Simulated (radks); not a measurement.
# Li²⁺ in 2p1: an all-electron calculation

Aim: the levels, the sizes of the orbitals and the parts of the energy of the lithium ion Li2+.

Method: non-relativistic Kohn-Sham, LDA (Slater exchange, Perdew-Wang correlation), spin-polarised, spherical densities, point nucleus; open shells are filled with parallel spins first. Code: radks (a radial shooting solver on a logarithmic mesh, Libxc functionals) version 1.

## Step 1: What is computed

| Quantity | Value |
| --- | --- |
| element | lithium (Z = 3) |
| charge | +2 |
| electrons | 1 |
| configuration | 2p1 |

Outer shells as boxes (Hund's rule):

Li²⁺
```
2p [↑ ][  ][  ]
```

## Step 2: The run

Settings of this run:

```text
Z 3
configuration 2p1 1s0 3p0 3d0
relativity non-relativistic
functional lda,pw
spin polarised
nucleus point
```

Launch:

```
$ python run_ks.py task.json out
```

This one command runs every case of the session in turn.

**Question.** What will this run give?

**Answer**, as computed:

| quantity | value |
| --- | --- |
| total energy | -1.10720 hartree |
| exchange-correlation share of it | 22.70 % |
| −T/E | 0.9896 |
| highest occupied level | 2p up, -24.986 eV |
| most extended occupied level | 2p up, <r> = 1.69 bohr |
| radius at density 0.001 e/bohr³ | 2.97 bohr |
| maxima of the radial density | 1 |

**Reading.** The radial density shows 1 maxima for 1 occupied principal shells. This is not the tabulated ground configuration, so its levels and sizes aren't those of the ground state, and no measured value stands beside it.
